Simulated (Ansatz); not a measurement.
## Two structures, one formula

The two ends of one reaction step of BH₃S₂, singlet (PBE0-D4/def2-TZVP).

A:

```xyz
6
angstrom
B -0.4027 -0.0180 -0.2024
S 0.5989 -0.6692 1.1260
S 0.1983 1.2202 -1.3366
H 1.4372 1.3784 -0.8359
H -1.5183 -0.3936 -0.3767
H -0.3135 -1.5178 1.6256
```

B:

```
atom    x (Å)    y (Å)    z (Å)
  B1  -1.0955   0.3749  -1.0779
  S2   0.9533  -1.1182   1.1948
  S3  -0.5519   1.8826  -1.0947
  H4   1.7299  -0.4414   0.3352
  H5  -1.5332  -0.7137  -1.1054
  H6   0.4974   0.0158   1.7480
```

Computed with Ansatz 0.2.0 (basis: def2-TZVPP); correlated methods freeze the cores. B3LYP uses VWN-RPA correlation.

(1) Which structure is lower at CCSD(T), and by how much? (To be estimated.)

No T1 diagnostic of these runs exceeds 0.016.

## Answers

(1) Computed: A, by 117.4 kJ/mol (electronic energy, against the other). By their contacts, A is BH₃S₂ ([SH][BH][SH]) and B is a complex of BHS ([BH][S]) + H₂S.

All methods give the same order:

```tsv
method	E(B) − E(A) (kJ/mol)
SPW92	159.6
PBE-D4	135.6
BLYP-D4	114.1
r2SCAN-D4	135.6
B97M-V	128.2
PBE0-D4	142.2
B3LYP-D4	122.2
r2SCAN0-D4	140.7
BHLYP-D4	129.8
CAM-B3LYP-D4	128.1
wB97X-V	135.2
wB97M-V	125.7
B2PLYP	118.5
PBE-QIDH	139.2
RPA on PBE	111.2
HF	115.4
MP2	120.2
CCSD	119.8
CCSD(T)	117.4
```

Labels in which every atom is bracketed show which atoms are joined, not bond orders.

For scale, one of the runs: CCSD(T)/def2-TZVPP, 157 basis functions, launched by `ansatz run in.yaml --threads 2 --pin off --events-out ev --progress --plain --max-ram 4352MiB`. Time: 23 s of wall clock on 2 CPU threads of an Arm Neoverse N1; the host was shared. Peak host memory: 1 GiB.
